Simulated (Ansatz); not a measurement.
Results of HSE06 in Ansatz (PAW) for GeS (Pnma, No. 62).

Run with plane-wave cutoff 460 eV, 8×6×4 k mesh (along the axes of the cell as run), Fermi–Dirac smearing 0.05 eV, scalar-relativistic PAW data made under PBE.

Cell (relaxed at this level):

```
CELL_PARAMETERS angstrom
      3.60032     0.00000     0.00000
      0.00000     4.48577     0.00000
      0.00000     0.00000    10.77230
ATOMIC_POSITIONS crystal
  Ge 0.25000 0.36487 0.37285
  Ge 0.25000 0.13513 0.87285
  Ge 0.75000 0.63513 0.62715
  Ge 0.75000 0.86487 0.12715
  S  0.25000 0.50934 0.15512
  S  0.25000 0.99066 0.65512
  S  0.75000 0.49066 0.84488
  S  0.75000 0.00934 0.34488
```

**Question.** Predict the band gap.

**Answer.** 
- band gap: 1.71 eV (on the SCF k mesh) (direct)

Measured, for comparison: band gap 1.65 eV (room temperature, not corrected to a static lattice, our sources range from 1.58 to 1.65; as tabulated in Setten et al. (2017), arXiv:1709.07349).

Note: the cell comes from a level without a dispersion term, which matters for the spacing of layers, chains or molecules; the volume lies 6 % above that of the published cell; the cell has widely spaced layers and the level no dispersion term, so their spacing and the moduli can rest on weak binding.

Spin–orbit coupling is not included.

Computed values are for the static lattice.

Ansatz is a program for electronic structure.
